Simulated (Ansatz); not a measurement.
## Molecular dynamics of FH3Si

The input (input.yaml):

```yaml
crystal:
  periodic: [false, false, false]
  atoms:
    - { symbol: Si, position_ang: [0.000284, 0.0, -0.01244] }
    - { symbol: F, position_ang: [0.000105, 0.0, 1.626514] }
    - { symbol: H, position_ang: [1.421932, 0.0, -0.494046] }
    - { symbol: H, position_ang: [-0.710461, 1.231125, -0.494315] }
    - { symbol: H, position_ang: [-0.710461, -1.231125, -0.494315] }
basis:
  gaussian: { orbitals: def2-SVP }
hamiltonian:
  xc: pbe
md:
  timestep: 0.5
  n_steps: 250
  ensemble: nve
  temperature: 3000.0
  initial_velocities: maxwell_boltzmann
  seed: 409025
  masses: [{ species: H, mass: 3.016 }]
```

Launched with:

```bash
$ ansatz run input.yaml --threads 1 --pin off --max-ram 2048MiB --backend cpu --events-out ev --progress --plain --runs-dir out
```

It starts from a relaxed structure.

Output, in part (one step line in 3, the closing report, with atoms numbered from 0):

```
md step     0: t =     0.00 fs  T =  3000.0 K  F+E_penalty+E_count = -10632.79872023 eV  E_kin = 1.163340 eV  conserved = -10631.63538024 eV  (23 SCF iters)
md step     3: t =     1.50 fs  T =  2763.6 K  F+E_penalty+E_count = -10632.70704359 eV  E_kin = 1.071664 eV  conserved = -10631.63538003 eV  (24 SCF iters)
md step     6: t =     3.00 fs  T =  2136.8 K  F+E_penalty+E_count = -10632.46294118 eV  E_kin = 0.828590 eV  conserved = -10631.63435093 eV  (24 SCF iters)
md step     9: t =     4.50 fs  T =  1496.6 K  F+E_penalty+E_count = -10632.21337416 eV  E_kin = 0.580366 eV  conserved = -10631.63300793 eV  (25 SCF iters)
md step    12: t =     6.00 fs  T =  1278.5 K  F+E_penalty+E_count = -10632.12884412 eV  E_kin = 0.495777 eV  conserved = -10631.63306708 eV  (25 SCF iters)
md step    15: t =     7.50 fs  T =  1469.2 K  F+E_penalty+E_count = -10632.20398732 eV  E_kin = 0.569720 eV  conserved = -10631.63426781 eV  (26 SCF iters)
md step    18: t =     9.00 fs  T =  1677.0 K  F+E_penalty+E_count = -10632.28522949 eV  E_kin = 0.650292 eV  conserved = -10631.63493775 eV  (22 SCF iters)
md step    21: t =    10.50 fs  T =  1634.0 K  F+E_penalty+E_count = -10632.26839377 eV  E_kin = 0.633649 eV  conserved = -10631.63474464 eV  (26 SCF iters)
md step    24: t =    12.00 fs  T =  1352.9 K  F+E_penalty+E_count = -10632.15888212 eV  E_kin = 0.524620 eV  conserved = -10631.63426241 eV  (26 SCF iters)
md step    27: t =    13.50 fs  T =   969.8 K  F+E_penalty+E_count = -10632.00994450 eV  E_kin = 0.376078 eV  conserved = -10631.63386691 eV  (26 SCF iters)
md step    30: t =    15.00 fs  T =   613.1 K  F+E_penalty+E_count = -10631.87136398 eV  E_kin = 0.237737 eV  conserved = -10631.63362716 eV  (26 SCF iters)
md step    33: t =    16.50 fs  T =   365.8 K  F+E_penalty+E_count = -10631.77536971 eV  E_kin = 0.141862 eV  conserved = -10631.63350802 eV  (27 SCF iters)
md step    36: t =    18.00 fs  T =   271.6 K  F+E_penalty+E_count = -10631.73879422 eV  E_kin = 0.105326 eV  conserved = -10631.63346778 eV  (26 SCF iters)
md step    39: t =    19.50 fs  T =   346.0 K  F+E_penalty+E_count = -10631.76766575 eV  E_kin = 0.134184 eV  conserved = -10631.63348202 eV  (27 SCF iters)
md step    42: t =    21.00 fs  T =   584.5 K  F+E_penalty+E_count = -10631.86020674 eV  E_kin = 0.226663 eV  conserved = -10631.63354386 eV  (27 SCF iters)
md step    45: t =    22.50 fs  T =   964.4 K  F+E_penalty+E_count = -10632.00764596 eV  E_kin = 0.373980 eV  conserved = -10631.63366634 eV  (27 SCF iters)
md step    48: t =    24.00 fs  T =  1440.9 K  F+E_penalty+E_count = -10632.19263225 eV  E_kin = 0.558747 eV  conserved = -10631.63388488 eV  (26 SCF iters)
md step    51: t =    25.50 fs  T =  1936.1 K  F+E_penalty+E_count = -10632.38503999 eV  E_kin = 0.750788 eV  conserved = -10631.63425156 eV  (26 SCF iters)
md step    54: t =    27.00 fs  T =  2325.9 K  F+E_penalty+E_count = -10632.53672675 eV  E_kin = 0.901952 eV  conserved = -10631.63477511 eV  (23 SCF iters)
md step    57: t =    28.50 fs  T =  2448.1 K  F+E_penalty+E_count = -10632.58456244 eV  E_kin = 0.949331 eV  conserved = -10631.63523189 eV  (25 SCF iters)
md step    60: t =    30.00 fs  T =  2194.4 K  F+E_penalty+E_count = -10632.48591985 eV  E_kin = 0.850945 eV  conserved = -10631.63497477 eV  (25 SCF iters)
md step    63: t =    31.50 fs  T =  1712.8 K  F+E_penalty+E_count = -10632.29783346 eV  E_kin = 0.664178 eV  conserved = -10631.63365593 eV  (25 SCF iters)
md step    66: t =    33.00 fs  T =  1456.7 K  F+E_penalty+E_count = -10632.19761402 eV  E_kin = 0.564895 eV  conserved = -10631.63271950 eV  (24 SCF iters)
md step    69: t =    34.50 fs  T =  1716.8 K  F+E_penalty+E_count = -10632.29939714 eV  E_kin = 0.665752 eV  conserved = -10631.63364547 eV  (24 SCF iters)
md step    72: t =    36.00 fs  T =  2205.6 K  F+E_penalty+E_count = -10632.49031497 eV  E_kin = 0.855295 eV  conserved = -10631.63502017 eV  (25 SCF iters)
md step    75: t =    37.50 fs  T =  2455.9 K  F+E_penalty+E_count = -10632.58766418 eV  E_kin = 0.952356 eV  conserved = -10631.63530837 eV  (25 SCF iters)
md step    78: t =    39.00 fs  T =  2311.7 K  F+E_penalty+E_count = -10632.53124976 eV  E_kin = 0.896425 eV  conserved = -10631.63482466 eV  (26 SCF iters)
md step    81: t =    40.50 fs  T =  1890.1 K  F+E_penalty+E_count = -10632.36721290 eV  E_kin = 0.732962 eV  conserved = -10631.63425125 eV  (26 SCF iters)
md step    84: t =    42.00 fs  T =  1370.2 K  F+E_penalty+E_count = -10632.16517663 eV  E_kin = 0.531336 eV  conserved = -10631.63384061 eV  (26 SCF iters)
md step    87: t =    43.50 fs  T =   891.2 K  F+E_penalty+E_count = -10631.97920349 eV  E_kin = 0.345609 eV  conserved = -10631.63359477 eV  (26 SCF iters)
md step    90: t =    45.00 fs  T =   541.1 K  F+E_penalty+E_count = -10631.84330167 eV  E_kin = 0.209839 eV  conserved = -10631.63346305 eV  (27 SCF iters)
md step    93: t =    46.50 fs  T =   368.4 K  F+E_penalty+E_count = -10631.77627363 eV  E_kin = 0.142865 eV  conserved = -10631.63340816 eV  (27 SCF iters)
md step    96: t =    48.00 fs  T =   393.5 K  F+E_penalty+E_count = -10631.78599355 eV  E_kin = 0.152577 eV  conserved = -10631.63341610 eV  (28 SCF iters)
md step    99: t =    49.50 fs  T =   613.1 K  F+E_penalty+E_count = -10631.87124027 eV  E_kin = 0.237748 eV  conserved = -10631.63349226 eV  (27 SCF iters)
md step   102: t =    51.00 fs  T =   998.6 K  F+E_penalty+E_count = -10632.02091503 eV  E_kin = 0.387248 eV  conserved = -10631.63366748 eV  (26 SCF iters)
md step   105: t =    52.50 fs  T =  1485.9 K  F+E_penalty+E_count = -10632.21020034 eV  E_kin = 0.576196 eV  conserved = -10631.63400450 eV  (26 SCF iters)
md step   108: t =    54.00 fs  T =  1957.2 K  F+E_penalty+E_count = -10632.39352340 eV  E_kin = 0.758953 eV  conserved = -10631.63457088 eV  (26 SCF iters)
md step   111: t =    55.50 fs  T =  2228.4 K  F+E_penalty+E_count = -10632.49940853 eV  E_kin = 0.864124 eV  conserved = -10631.63528438 eV  (25 SCF iters)
md step   114: t =    57.00 fs  T =  2100.3 K  F+E_penalty+E_count = -10632.44999287 eV  E_kin = 0.814449 eV  conserved = -10631.63554420 eV  (25 SCF iters)
md step   117: t =    58.50 fs  T =  1572.5 K  F+E_penalty+E_count = -10632.24417635 eV  E_kin = 0.609773 eV  conserved = -10631.63440303 eV  (25 SCF iters)
md step   120: t =    60.00 fs  T =  1090.1 K  F+E_penalty+E_count = -10632.05536133 eV  E_kin = 0.422718 eV  conserved = -10631.63264353 eV  (25 SCF iters)
md step   123: t =    61.50 fs  T =  1216.2 K  F+E_penalty+E_count = -10632.10460380 eV  E_kin = 0.471619 eV  conserved = -10631.63298431 eV  (25 SCF iters)
md step   126: t =    63.00 fs  T =  1844.7 K  F+E_penalty+E_count = -10632.35024042 eV  E_kin = 0.715333 eV  conserved = -10631.63490789 eV  (25 SCF iters)
md step   129: t =    64.50 fs  T =  2345.8 K  F+E_penalty+E_count = -10632.54535478 eV  E_kin = 0.909636 eV  conserved = -10631.63571885 eV  (26 SCF iters)
md step   132: t =    66.00 fs  T =  2372.1 K  F+E_penalty+E_count = -10632.55507893 eV  E_kin = 0.919856 eV  conserved = -10631.63522287 eV  (26 SCF iters)
md step   135: t =    67.50 fs  T =  2012.9 K  F+E_penalty+E_count = -10632.41502008 eV  E_kin = 0.780579 eV  conserved = -10631.63444143 eV  (26 SCF iters)
md step   138: t =    69.00 fs  T =  1500.7 K  F+E_penalty+E_count = -10632.21581096 eV  E_kin = 0.581936 eV  conserved = -10631.63387510 eV  (26 SCF iters)
md step   141: t =    70.50 fs  T =  1023.9 K  F+E_penalty+E_count = -10632.03059282 eV  E_kin = 0.397029 eV  conserved = -10631.63356345 eV  (26 SCF iters)
md step   144: t =    72.00 fs  T =   692.3 K  F+E_penalty+E_count = -10631.90190484 eV  E_kin = 0.268472 eV  conserved = -10631.63343257 eV  (26 SCF iters)
md step   147: t =    73.50 fs  T =   554.5 K  F+E_penalty+E_count = -10631.84843804 eV  E_kin = 0.215024 eV  conserved = -10631.63341378 eV  (26 SCF iters)
md step   150: t =    75.00 fs  T =   618.3 K  F+E_penalty+E_count = -10631.87322274 eV  E_kin = 0.239759 eV  conserved = -10631.63346363 eV  (27 SCF iters)
md step   153: t =    76.50 fs  T =   865.6 K  F+E_penalty+E_count = -10631.96921363 eV  E_kin = 0.335648 eV  conserved = -10631.63356561 eV  (26 SCF iters)
md step   156: t =    78.00 fs  T =  1258.0 K  F+E_penalty+E_count = -10632.12155640 eV  E_kin = 0.487823 eV  conserved = -10631.63373378 eV  (26 SCF iters)
md step   159: t =    79.50 fs  T =  1732.4 K  F+E_penalty+E_count = -10632.30581863 eV  E_kin = 0.671794 eV  conserved = -10631.63402419 eV  (26 SCF iters)
md step   162: t =    81.00 fs  T =  2185.0 K  F+E_penalty+E_count = -10632.48182625 eV  E_kin = 0.847315 eV  conserved = -10631.63451145 eV  (26 SCF iters)
md step   165: t =    82.50 fs  T =  2453.5 K  F+E_penalty+E_count = -10632.58660464 eV  E_kin = 0.951421 eV  conserved = -10631.63518332 eV  (25 SCF iters)
md step   168: t =    84.00 fs  T =  2340.6 K  F+E_penalty+E_count = -10632.54327077 eV  E_kin = 0.907647 eV  conserved = -10631.63562415 eV  (26 SCF iters)
md step   171: t =    85.50 fs  T =  1774.3 K  F+E_penalty+E_count = -10632.32294259 eV  E_kin = 0.688046 eV  conserved = -10631.63489610 eV  (26 SCF iters)
md step   174: t =    87.00 fs  T =  1082.6 K  F+E_penalty+E_count = -10632.05283410 eV  E_kin = 0.419811 eV  conserved = -10631.63302281 eV  (26 SCF iters)
md step   177: t =    88.50 fs  T =   893.1 K  F+E_penalty+E_count = -10631.97881347 eV  E_kin = 0.346328 eV  conserved = -10631.63248570 eV  (25 SCF iters)
md step   180: t =    90.00 fs  T =  1373.0 K  F+E_penalty+E_count = -10632.16657813 eV  E_kin = 0.532420 eV  conserved = -10631.63415851 eV  (25 SCF iters)
md step   183: t =    91.50 fs  T =  1986.1 K  F+E_penalty+E_count = -10632.40564082 eV  E_kin = 0.770166 eV  conserved = -10631.63547471 eV  (24 SCF iters)
md step   186: t =    93.00 fs  T =  2233.9 K  F+E_penalty+E_count = -10632.50163479 eV  E_kin = 0.866263 eV  conserved = -10631.63537158 eV  (25 SCF iters)
md step   189: t =    94.50 fs  T =  2059.9 K  F+E_penalty+E_count = -10632.43350577 eV  E_kin = 0.798799 eV  conserved = -10631.63470697 eV  (26 SCF iters)
md step   192: t =    96.00 fs  T =  1639.7 K  F+E_penalty+E_count = -10632.26997741 eV  E_kin = 0.635837 eV  conserved = -10631.63414036 eV  (26 SCF iters)
md step   195: t =    97.50 fs  T =  1153.4 K  F+E_penalty+E_count = -10632.08106624 eV  E_kin = 0.447276 eV  conserved = -10631.63379010 eV  (26 SCF iters)
md step   198: t =    99.00 fs  T =   722.7 K  F+E_penalty+E_count = -10631.91383225 eV  E_kin = 0.280243 eV  conserved = -10631.63358889 eV  (26 SCF iters)
md step   201: t =   100.50 fs  T =   421.1 K  F+E_penalty+E_count = -10631.79674640 eV  E_kin = 0.163276 eV  conserved = -10631.63347046 eV  (26 SCF iters)
md step   204: t =   102.00 fs  T =   292.8 K  F+E_penalty+E_count = -10631.74694956 eV  E_kin = 0.113543 eV  conserved = -10631.63340667 eV  (27 SCF iters)
md step   207: t =   103.50 fs  T =   361.5 K  F+E_penalty+E_count = -10631.77359624 eV  E_kin = 0.140196 eV  conserved = -10631.63340025 eV  (26 SCF iters)
md step   210: t =   105.00 fs  T =   628.9 K  F+E_penalty+E_count = -10631.87736105 eV  E_kin = 0.243885 eV  conserved = -10631.63347564 eV  (26 SCF iters)
md step   213: t =   106.50 fs  T =  1066.5 K  F+E_penalty+E_count = -10632.04723106 eV  E_kin = 0.413555 eV  conserved = -10631.63367599 eV  (26 SCF iters)
md step   216: t =   108.00 fs  T =  1601.5 K  F+E_penalty+E_count = -10632.25510017 eV  E_kin = 0.621034 eV  conserved = -10631.63406580 eV  (26 SCF iters)
md step   219: t =   109.50 fs  T =  2099.2 K  F+E_penalty+E_count = -10632.44871774 eV  E_kin = 0.814021 eV  conserved = -10631.63469701 eV  (26 SCF iters)
md step   222: t =   111.00 fs  T =  2357.4 K  F+E_penalty+E_count = -10632.54955706 eV  E_kin = 0.914139 eV  conserved = -10631.63541803 eV  (25 SCF iters)
md step   225: t =   112.50 fs  T =  2182.7 K  F+E_penalty+E_count = -10632.48190243 eV  E_kin = 0.846397 eV  conserved = -10631.63550511 eV  (25 SCF iters)
md step   228: t =   114.00 fs  T =  1636.9 K  F+E_penalty+E_count = -10632.26883689 eV  E_kin = 0.634741 eV  conserved = -10631.63409633 eV  (25 SCF iters)
md step   231: t =   115.50 fs  T =  1239.9 K  F+E_penalty+E_count = -10632.11328813 eV  E_kin = 0.480816 eV  conserved = -10631.63247184 eV  (25 SCF iters)
md step   234: t =   117.00 fs  T =  1504.2 K  F+E_penalty+E_count = -10632.21652291 eV  E_kin = 0.583295 eV  conserved = -10631.63322797 eV  (25 SCF iters)
md step   237: t =   118.50 fs  T =  2195.6 K  F+E_penalty+E_count = -10632.48653122 eV  E_kin = 0.851397 eV  conserved = -10631.63513415 eV  (25 SCF iters)
md step   240: t =   120.00 fs  T =  2674.4 K  F+E_penalty+E_count = -10632.67279973 eV  E_kin = 1.037080 eV  conserved = -10631.63572016 eV  (25 SCF iters)
md step   243: t =   121.50 fs  T =  2658.1 K  F+E_penalty+E_count = -10632.66593504 eV  E_kin = 1.030766 eV  conserved = -10631.63516937 eV  (25 SCF iters)
md step   246: t =   123.00 fs  T =  2259.8 K  F+E_penalty+E_count = -10632.51074871 eV  E_kin = 0.876296 eV  conserved = -10631.63445281 eV  (26 SCF iters)
md step   249: t =   124.50 fs  T =  1695.9 K  F+E_penalty+E_count = -10632.29160169 eV  E_kin = 0.657653 eV  conserved = -10631.63394910 eV  (26 SCF iters)
md step   250: t =   125.00 fs  T =  1502.5 K  F+E_penalty+E_count = -10632.21648601 eV  E_kin = 0.582654 eV  conserved = -10631.63383168 eV  (23 SCF iters)
Total energy: -10632.21651303 eV, -390.7267500787 hartree
Atom 0 at    -0.019383     0.009481    -0.016269 Å, force     2.191105    -0.316239     0.001130 eV/Å
Atom 1 at     0.005524    -0.001576     1.668077 Å, force    -0.565863     0.112186    -1.390178 eV/Å
Atom 2 at     1.690480    -0.011071    -0.310229 Å, force    -2.504045     0.127097     0.106293 eV/Å
Atom 3 at    -0.812770     1.110896    -0.731551 Å, force     0.499303     0.101812     0.701263 eV/Å
Atom 4 at    -0.727700    -1.178183    -0.667051 Å, force     0.379499    -0.024856     0.581492 eV/Å
Dipole moment:    -0.078112     0.026909    -0.251854 e Å
```

All steps were run. The conserved energy stayed within 0.61 meV per atom of its start (net change 0.31 meV per atom), so the integration is sound. Over the second half the temperature averaged 0.52 of the 3000 K drawn at the start: a run that starts near a minimum puts about half its kinetic energy into the potential. A run of 0.12 ps of so small a system gives no equilibrium averages.

The same pairs are bonded in the first frame and the last. Pairs count as bonded within 1.25 times the sum of covalent radii (0.12 Å more for H–H).

Last frame:

```xyz
5
Properties=species:S:1:pos:R:3
Si -0.019 0.009 -0.016
F 0.005 -0.002 1.668
H 1.690 -0.011 -0.310
H -0.813 1.111 -0.732
H -0.728 -1.178 -0.667
```

Run time: 3.3 min on 1 thread of Arm Neoverse V1, with other jobs on the host, peak memory 0.085 GiB.
